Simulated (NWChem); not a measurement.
## Atomisation of dimethyl ether (C₂H₆O)

SMILES: COC
```xyz
9

C     -1.1611     0.0000    -0.1881
O      0.0000     0.0000     0.5778
C      1.1611     0.0000    -0.1881
H     -1.2330    -0.8952    -0.8395
H     -1.2330     0.8952    -0.8395
H     -2.0215     0.0000     0.4963
H      1.2330    -0.8952    -0.8395
H      2.0215     0.0000     0.4963
H      1.2330     0.8952    -0.8395
```
Charge 0, spin multiplicity 1.

The numbers come from NWChem runs, not from measurements. Structure: optimised with PBE0/def2-SVP, a minimum by its harmonic frequencies.

Basis set: def2-TZVP. The atomisation energy is electronic alone: no zero-point, thermal, spin-orbit or counterpoise terms. No value is extrapolated to the basis-set limit. Free atoms are single determinants with multiplicities C 3, O 3, H 2. Correlated methods freeze the same cores in atoms and molecule, 3 orbitals in all.

B3LYP has NWChem's definition, with VWN1-RPA local correlation. No SCF solution was tested for a lower state. Open-shell Hartree-Fock references start from PBE0 orbitals.

**Question.** Order these methods by the atomisation energy they give, lowest first: M06-2X, CAM-B3LYP, MP2, B3LYP, HF, PBE.

**Answer.** HF (583.6 kcal/mol), MP2 (775.5 kcal/mol), B3LYP (793.7 kcal/mol), M06-2X (797.2 kcal/mol), CAM-B3LYP (799.3 kcal/mol), PBE (808.5 kcal/mol)
